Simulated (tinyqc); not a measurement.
Inside a calculation. Method: UHF in the sto-6g basis, for HF, spin multiplicity 1. One step of it, computed by the program tinyqc.

Task: Iteration 2: DIIS coefficients. Solve [B -1; -1 0][c; lambda] = [0; -1] for the coefficients, which sum to one.

B (overlaps of the stored error matrices):
```
               1              2
1  3.7062594e-01  1.3790448e-01
2  1.3790448e-01  8.1100673e-02
```

Give: DIIS coefficients.

Result:

DIIS coefficients: -0.3229  1.3229
